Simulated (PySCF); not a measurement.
Consider carbon monosulfide, `[C-]#[S+]` (CS). Numbering: `[C-:1]#[S+:2]`

Energies: ωB97X-D3(BJ)/ma-def2-TZVP (PySCF, density fitting, integration grid level 2) on PBE0-D3(BJ)/ma-def2-SVP structures. ωB97X-D3(BJ) is ωB97X-V with D3(BJ) in place of VV10. Zero-point and thermal terms (298.15 K, 1 bar) come from unscaled PBE0-D3(BJ)/ma-def2-SVP harmonic frequencies, with soft modes damped to free rotors in the entropy.

What are the vertical and the adiabatic ionisation energy for forming the radical cation?

11.64 eV vertical and 11.55 eV adiabatic, the latter with zero-point energy.

Where does the unpaired spin of the relaxed radical cation sit?

C1 (anionic carbon) 1.19, S2 (sulfur) -0.19 (intrinsic atomic orbital populations).

What oxidation potential follows in DMF (IEF-PCM), given that Fc+/Fc comes at 4.54 V absolute with this functional and basis?

In the gas phase ΔG of oxidation is 11.539 eV, and solvation is -7.9 kJ/mol for the parent and -281.6 kJ/mol for the product, so the absolute potential is 8.70 V, or 4.16 V against Fc+/Fc. Fc+/Fc in DMF, 4.54 V, is ωB97X-D3(BJ)/ma-def2-TZVP on PBE0-D3(BJ)/def2-SVP structures with GFN2-xTB thermal terms. Benchmark calculations put it near 5.0 V in acetonitrile and DMSO, so it is about 0.5 V low, and the value against it can read up to that much too high. The solvent is electrostatics only, on gas-phase structures; the absolute scale refers to an electron at rest in vacuum.

What are the vertical and the adiabatic electron affinity for forming the radical anion?

0.12 eV vertical and 0.26 eV adiabatic, the latter with zero-point energy.

Where does the unpaired spin of the relaxed radical anion sit?

C1 (anionic carbon) 0.84, S2 (sulfur) 0.16 (intrinsic atomic orbital populations).

What reduction potential follows in DMF (IEF-PCM), given that Fc+/Fc comes at 4.54 V absolute with this functional and basis?

In the gas phase −ΔG of reduction is 0.283 eV, and solvation is -7.9 kJ/mol for the parent and -253.9 kJ/mol for the product, so the absolute potential is 2.83 V, or -1.71 V against Fc+/Fc. Fc+/Fc in DMF, 4.54 V, is ωB97X-D3(BJ)/ma-def2-TZVP on PBE0-D3(BJ)/def2-SVP structures with GFN2-xTB thermal terms. Benchmark calculations put it near 5.0 V in acetonitrile and DMSO, so it is about 0.5 V low, and the value against it can read up to that much too high. The solvent is electrostatics only, on gas-phase structures; the absolute scale refers to an electron at rest in vacuum.

How far is −ε(HOMO) from the vertical value by ΔSCF?

−ε(HOMO) = 11.56 eV, which is 0.09 eV below the ΔSCF value.

Differences come from unrounded values, so a last digit can differ from that of the printed terms.
